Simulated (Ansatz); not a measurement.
Species: C5H4N (charge -1, singlet). It need not be the lowest isomer of its formula. Whether it binds its extra electron was not tested at this geometry. 
Coordinates optimised at B3LYP-D3(BJ)/def2-TZVP (Ansatz, an electronic-structure program):
```
C
N 1 1.3395
C 2 1.3395 1 114.57
C 3 1.3920 2 124.01 1 0.00
C 1 1.3920 2 124.01 3 0.00
H 3 1.0938 2 115.48 1 -180.00
H 1 1.0938 2 115.48 3 180.00
H 4 1.0946 3 116.09 6 0.00
H 5 1.0946 1 116.09 7 0.00
C 5 1.4151 9 120.16 1 -180.00
```
Charge -1, spin multiplicity 1.

Total electronic energies in hartree. Valence correlation only, unless marked. No spin-orbit coupling. No relativistic terms. 

The Hartree-Fock reference is unstable (checked in the largest basis), which strains HF and MP2. 

```json
[
 {"level": "HF/cc-pVTZ", "program": "Ansatz", "energy (Eh)": "___"},
 {"level": "RI-HF/aug-cc-pVTZ", "program": "Ansatz", "energy (Eh)": "___"},
 {"level": "SVWN5/def2-TZVPD", "program": "Ansatz", "energy (Eh)": "___"},
 {"level": "PBE/def2-TZVPD", "program": "Ansatz", "energy (Eh)": "-247.42608"},
 {"level": "revPBE/def2-TZVPD", "program": "Ansatz", "energy (Eh)": "-247.67123"},
 {"level": "PBE0/def2-SVP", "program": "Ansatz", "energy (Eh)": "-247.16001"},
 {"level": "PBE0-D4/def2-TZVPD", "program": "Ansatz + dftd4", "energy (Eh)": "-247.44698"},
 {"level": "r2SCANh-D4/def2-TZVPD", "program": "Ansatz + dftd4", "energy (Eh)": "-247.58066"},
 {"level": "LC-wPBE/def2-TZVPD", "program": "Ansatz", "energy (Eh)": "-247.54543"},
 {"level": "B2GP-PLYP-D3(BJ)/def2-TZVPD", "program": "Ansatz + dftd3", "energy (Eh)": "-247.47645"},
 {"level": "B2PLYP-D4/def2-TZVPD", "program": "Ansatz + dftd4", "energy (Eh)": "-247.53110"},
 {"level": "B2PLYP/def2-TZVPD", "program": "Ansatz", "energy (Eh)": "-247.52375"},
 {"level": "RI-MP2/cc-pVTZ", "program": "Ansatz", "energy (Eh)": "-247.11625"},
 {"level": "CCSD(T)/6-31G*", "program": "Ansatz", "energy (Eh)": "-246.88893"}
]
```

**Question.** Complete the blanks.

**Answer.** 
- HF/cc-pVTZ, energy (Eh): -246.12478
- RI-HF/aug-cc-pVTZ, energy (Eh): -246.13315
- SVWN5/def2-TZVPD, energy (Eh): -245.53464
